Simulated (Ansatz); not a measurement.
Isolated molecules relaxed with PBE0-D4/def2-TZVP in Ansatz; ΔE leaves out vibrations. CCSD(T)/CBS adds triple-zeta CCSD(T) − MP2 to the extrapolated MP2 energy (def2 sets, frozen cores). This one scheme is used for every species. DFT in def2-TZVPP. B3LYP here is the variant with VWN-RPA as its local correlation; programs differ in this. HSE06 is defined as in plane-wave codes. Each species was taken in one conformer, which may not be the lowest.

Reaction (formal hydrolysis of a C–F bond): `NC1=C(F)C1` + H₂O → `NC1=C(O)C1` + H–F

| level | ΔE (kJ/mol) | difference from CCSD(T)/CBS |
| --- | --- | --- |
| revPBE-D4 | -22.9 | 1.4 |
| r2SCANh-D4 | -20.8 | 3.5 |
| r2SCAN0-D4 | -22.3 | 2.0 |
| HSE06-D4 | -23.3 | 1.0 |
| ωB97M-V | -19.4 | 4.9 |
| B2PLYP | -20.6 | 3.7 |
| PBE-QIDH | -25.5 | -1.2 |
| revPBE | -18.0 | 6.3 |
| B3LYP | -17.0 | 7.3 |
| r2SCANh | -20.3 | 4.0 |
| CAM-B3LYP | -17.1 | 7.2 |
| RPA@PBE/def2-TZVPP | -20.6 | 3.7 |
| MP2/def2-SVP | -27.3 | -3.0 |
| CCSD(T)/def2-SVP | -22.7 | 1.6 |
| MP2/def2-TZVPP | -28.7 | -4.4 |
| CCSD/def2-TZVPP | -22.7 | 1.6 |
| CCSD(T)/CBS | -24.3 | 0 |

Largest T1 diagnostic among the species: 0.012.

In def2-TZVPP, CCSD(T) changes the Hartree–Fock value by −6.2 kJ/mol (the triples alone add −0.8 kJ/mol) and MP2 by −11.5 kJ/mol. From BLYP to BHLYP (50 % exact exchange), in def2-TZVPP and without D4, ΔE moves by −4.1 kJ/mol.
